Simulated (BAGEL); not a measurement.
**CASCI(8 orbitals)/def2-TZVPP (DKH2, density fitting with tzvpp-jkfit, Cartesian functions, 2 roots) run of CClF2 (chlorodifluoromethyl radical)**

What is the energy difference between two shapes of CClF2 (chlorodifluoromethyl radical) at CASCI(8 orbitals)/def2-TZVPP (DKH2, density fitting with tzvpp-jkfit, Cartesian functions, 2 roots)? 

The calculation is run with BAGEL 1.2.2.

4 further runs of the same task are left out: 1 that didn't finish, 3 set aside as unsound or not needed.

### 1 The structure to begin with

CClF2 has 4 atoms, charge 0, and is taken as a doublet. As SMILES, `F[C](F)Cl`. The shape is that of a PBE0-D4/def2-TZVP optimisation.

Bond lengths: F1–C2 1.315 Å, C2–F3 1.315 Å, C2–Cl4 1.719 Å. Angles: F1–C2–F3 110.6°, F1–C2–Cl4 114.1°, F3–C2–Cl4 114.1°.

### 2 A single-point energy at CASCI(8 orbitals)/def2-TZVPP (DKH2, density fitting with tzvpp-jkfit, Cartesian functions, 2 roots)

File casci.json:

```json
{ "bagel" : [

{
  "title" : "molecule",
  "basis" : "tzvpp",
  "df_basis" : "tzvpp-jkfit",
  "angstrom" : false,
  "cartesian" : true,
  "dkh" : true,
  "geometry" : [
    { "atom" : "F", "xyz" : [  0.04951082,  0.31993063,  2.44643944 ] },
    { "atom" : "C", "xyz" : [ -0.43577084, -0.35942591,  0.10658055 ] },
    { "atom" : "F", "xyz" : [  1.08281307, -2.19340511, -0.60206674 ] },
    { "atom" : "Cl", "xyz" : [ -0.59148428,  2.11876093, -1.98931469 ] }
  ]
},
{
  "title" : "hf",
  "charge" : 1
},
{
  "title" : "fci",
  "nstate" : 2,
  "ncore" : 18,
  "nspin" : 1,
  "norb" : 8,
  "dipoles" : true
}

]}
```

On the command line:

```sh
$ BAGEL_NUM_THREADS=1 BAGEL casci.json > casci.out
```

Standard output:

```text
* using 1 threads per process

  ===============================================================
  ===============================================================

  Cartesian basis functions are used
  *** Geometry ***

  { "atom" : "F", "xyz" : [      0.049511,      0.319931,      2.446439 ] },
  { "atom" : "C", "xyz" : [     -0.435771,     -0.359426,      0.106581 ] },
  { "atom" : "F", "xyz" : [      1.082813,     -2.193405,     -0.602067 ] },
  { "atom" : "Cl", "xyz" : [     -0.591484,      2.118761,     -1.989315 ] },

  Number of auxiliary basis functions:      430

  Since a DF basis is specified, we compute 2- and 3-index integrals:
    o Being stored without compression. Storage requirement is 0.084 GB

  Number of basis functions:      156
  Number of electrons      :       41

    * METHOD: MOLECULE                             0.23

  *** RHF ***

  === Nuclear Repulsion ===
   158.0600877133

      * DIIS with orbital gradients will be used.

  === RHF iteration (tzvpp) ===
      0       -471.47113553          0.30042284           0.14
      1       -500.90761472          0.14446943           0.15
      2       -502.78742932          0.22091318           0.15
      3       -571.58739522          0.38101085           0.14
      4       -577.13277805          0.37177273           0.15
      5       -574.34798254          0.37883144           0.15
      6       -584.35307987          0.34573443           0.15
      7       -469.24677842          0.19268489           0.15
      8       -558.42870261          0.25687114           0.15
      9       -616.06381815          0.24593062           0.15
[... 38 lines of this table left out ...]
     48       -697.36531566          0.00000008           0.15
     49       -697.36531566          0.00000004           0.15
     50       -697.36531566          0.00000001           0.15
     51       -697.36531566          0.00000001           0.15
    * SCF iteration converged.

    * Permanent dipole moment:
           (    0.513440,    -0.023078,     0.193115) a.u.

    * METHOD: HF                                   7.75

  ---------------------------
        FCI calculation
  ---------------------------

  Performs exactly the same way as Knowles & Handy 1984 CPL

  o alpha-beta strings
      length:            84
  o size of the space
      determinant space:  1568
      spin-adapted space: 1008

  o single displacement lists (alpha)
      length:          1008
  o single displacement lists (beta)
      length:           392
 Constructing space of all determinants that can formed by removing 1 electron from 3 alpha and 2 beta electrons.

 Space is made up of 4 determinants.
  o forming links

     guess   0:   closed 11......             open ..1.....
     guess   1:   closed 11......             open ...1....

  === FCI iteration ===

      0  0      -697.67675582     2.46e-03      0.00
      0  1      -697.45017008     2.24e-03      0.00

      1  0      -697.68781373     7.01e-04      0.00
      1  1      -697.46715185     8.59e-04      0.00

      2  0      -697.68843672     1.79e-04      0.00
      2  1      -697.46940551     5.27e-04      0.00

      3  0      -697.68846869     3.98e-05      0.00
[... 30 lines of this table left out ...]
     13  1      -697.47017195     2.42e-10      0.00

     14  0 *    -697.68847039     7.04e-11      0.00
     14  1 *    -697.47017195     7.19e-11      0.00

     * ci vector, state   0, <S^2> = 0.7500
       22a.....    -0.9908232131
       a22.....     0.0974612232

     * ci vector, state   1, <S^2> = 0.7500
       22.a....    -0.9339054209
       a22.....    -0.2687380916
       a2ba....    -0.1399230927
       .22a....     0.0916368396
       b2aa....    -0.0891073217
       a2ab....    -0.0508157710

    * Permanent dipole moment: state 0
           (   -0.247875,    -0.382614,     0.231467) a.u.

    * Permanent dipole moment: state 1
           (   -0.119170,     0.574511,    -0.514004) a.u.

    * Permanent dipole moment: states 1 0
           (   -0.034174,     0.378817,    -0.323892) a.u.

    * METHOD: FCI                                  0.16

  ===============================================================
```

Wall time 8.4 s (1 thread of Arm Neoverse V2, shared host).

### 3 The distorted shape

File job.json:

```json
{ "bagel" : [

{
  "title" : "molecule",
  "basis" : "tzvpp",
  "df_basis" : "tzvpp-jkfit",
  "angstrom" : false,
  "cartesian" : true,
  "dkh" : true,
  "geometry" : [
    { "atom" : "F", "xyz" : [    -0.02833644,     0.29327605,     2.46116041 ] },
    { "atom" : "C", "xyz" : [    -0.45997446,    -0.28741412,     0.19330009 ] },
    { "atom" : "F", "xyz" : [     1.06034234,    -2.14645487,    -0.58135534 ] },
    { "atom" : "Cl", "xyz" : [    -0.60122204,     2.14905513,    -2.02151562 ] }
  ]
},

{
  "title" : "hf",
  "charge" : 1
},

{
  "title" : "fci",
  "nstate" : 2,
  "ncore" : 18,
  "nspin" : 1,
  "norb" : 8,
  "dipoles" : true
}

]}
```

On the command line:

```sh
$ BAGEL_NUM_THREADS=1 BAGEL job.json > job.out
```

Standard output:

```text
* using 1 threads per process

  ===============================================================
  ===============================================================

  Cartesian basis functions are used
  *** Geometry ***

  { "atom" : "F", "xyz" : [     -0.028336,      0.293276,      2.461160 ] },
  { "atom" : "C", "xyz" : [     -0.459974,     -0.287414,      0.193300 ] },
  { "atom" : "F", "xyz" : [      1.060342,     -2.146455,     -0.581355 ] },
  { "atom" : "Cl", "xyz" : [     -0.601222,      2.149055,     -2.021516 ] },

  Number of auxiliary basis functions:      430

  Since a DF basis is specified, we compute 2- and 3-index integrals:
    o Being stored without compression. Storage requirement is 0.084 GB

  Number of basis functions:      156
  Number of electrons      :       41

    * METHOD: MOLECULE                             0.24

  *** RHF ***

  === Nuclear Repulsion ===
   158.0626967065

      * DIIS with orbital gradients will be used.

  === RHF iteration (tzvpp) ===
      0       -470.43313695          0.30075449           0.14
      1       -494.18681751          0.15453264           0.14
      2       -512.15216637          0.21431940           0.14
      3       -608.03049911          0.23084705           0.14
      4       -599.92269549          0.28999057           0.14
      5       -599.81709304          0.27846763           0.14
      6       -599.30527248          0.28163631           0.14
      7       -465.93378000          0.19835732           0.14
      8       -599.33844458          0.24296881           0.14
      9       -593.23271130          0.24624409           0.14
[... 28 lines of this table left out ...]
     38       -697.37052400          0.00000005           0.14
     39       -697.37052400          0.00000002           0.14
     40       -697.37052400          0.00000001           0.14
     41       -697.37052400          0.00000001           0.14
    * SCF iteration converged.

    * Permanent dipole moment:
           (    0.511971,    -0.072639,     0.026217) a.u.

    * METHOD: HF                                   6.24

  ---------------------------
        FCI calculation
  ---------------------------

  Performs exactly the same way as Knowles & Handy 1984 CPL

  o alpha-beta strings
      length:            84
  o size of the space
      determinant space:  1568
      spin-adapted space: 1008

  o single displacement lists (alpha)
      length:          1008
  o single displacement lists (beta)
      length:           392
 Constructing space of all determinants that can formed by removing 1 electron from 3 alpha and 2 beta electrons.

 Space is made up of 4 determinants.
  o forming links

     guess   0:   closed 11......             open ..1.....
     guess   1:   closed 11......             open ...1....

  === FCI iteration ===

      0  0      -697.67460694     2.37e-03      0.00
      0  1      -697.46054932     2.13e-03      0.00

      1  0      -697.68486819     6.57e-04      0.00
      1  1      -697.47568320     7.93e-04      0.00

      2  0      -697.68542948     1.68e-04      0.00
      2  1      -697.47756615     4.68e-04      0.00

      3  0      -697.68545817     3.76e-05      0.00
[... 36 lines of this table left out ...]
     15  1      -697.47817580     1.28e-10      0.00

     16  0 *    -697.68545970     4.08e-11      0.00
     16  1 *    -697.47817580     2.92e-11      0.00

     * ci vector, state   0, <S^2> = 0.7500
       22a.....     0.9915829655
       a22.....    -0.0897952300

     * ci vector, state   1, <S^2> = 0.7500
       22.a....    -0.9476537488
       a22.....    -0.2348671891
       a2ba....    -0.1223992337
       b2aa....    -0.0836002062
       .22a....     0.0822332379

    * Permanent dipole moment: state 0
           (   -0.248685,    -0.414174,     0.111108) a.u.

    * Permanent dipole moment: state 1
           (   -0.079283,     0.567305,    -0.685159) a.u.

    * Permanent dipole moment: states 1 0
           (    0.030710,    -0.424669,     0.380280) a.u.

    * METHOD: FCI                                  0.17

  ===============================================================
```

Run time: 6.9 s. Hardware: 1 thread of Arm Neoverse V2, shared host.

### 4 Outcome

Level: CASCI(8 orbitals)/def2-TZVPP (DKH2, density fitting with tzvpp-jkfit, Cartesian functions, 2 roots), 18 inactive orbitals.

```
                                        quantity          value
    first shape: energy of the lowest of 2 roots  -697.68847 Eh
        first shape: dipole moment (lowest root)         1.30 D
           first shape: lowest excitation energy        5.94 eV
distorted shape: energy of the lowest of 2 roots  -697.68546 Eh
    distorted shape: dipole moment (lowest root)         1.26 D
       distorted shape: lowest excitation energy        5.64 eV
          energy change with the atoms displaced       0.082 eV
```

**Reading.** With the atoms displaced the energy rises by 0.08 eV (7.9 kJ/mol). The first shape isn't relaxed at this level, so the change isn't measured from a minimum.
